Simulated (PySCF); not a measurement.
Molfile (atoms numbered from 1):
```
F2H2P2
     RDKit          3D

  6  5  0  0  0  0  0  0  0  0999 V2000
   -1.6003   -0.9950   -0.6684 F   0  0  0  0  0  0  0  0  0  0  0  0
   -0.8837    0.4044   -0.4158 P   0  0  0  0  0  0  0  0  0  0  0  0
   -1.5736    0.7830    0.9679 F   0  0  0  0  0  0  0  0  0  0  0  0
    0.9984   -0.4300    0.4407 P   0  0  0  0  0  0  0  0  0  0  0  0
    1.5776    0.8684    0.4995 H   0  0  0  0  0  0  0  0  0  0  0  0
    1.5064   -0.6606   -0.8687 H   0  0  0  0  0  0  0  0  0  0  0  0
  1  2  1  0
  2  3  1  0
  2  4  1  0
  4  5  1  0
  4  6  1  0
M  END
```

Level of theory: GIAO B97-2/pcSseg-2 shieldings, structure optimised with PBE0-D3(BJ)/def2-TZVP, in PySCF 2.14.0 with density-fitted response routines (non-relativistic, one computed conformer, isolated molecule, rapidly exchanging positions averaged).

Chemical shifts δ = σref − σ; ¹H (31.64 ppm) against TMS; ¹⁹F (175.98 ppm) against CFCl3; H3PO4 for ³¹P (317.21 ppm), all at this level.

```csv
atoms,nucleus,count,δ (ppm)
P2,³¹P,1,?
P4,³¹P,1,-153.0
H5/H6,¹H,2,2.76
F1/F3,¹⁹F,2,?
```

Fill in the missing shifts.

## Answers


- F1/F3: -97.8 ppm, fluorine bonded to P
- P2: 305.6 ppm, phosphorus bonded to 2 F, P

Unscaled 19F shifts against computed CFCl3 carry errors that often reach 10 to 50 ppm. Experimental scales use liquid or dissolved standards, which lie at an offset from isolated H3PO4.
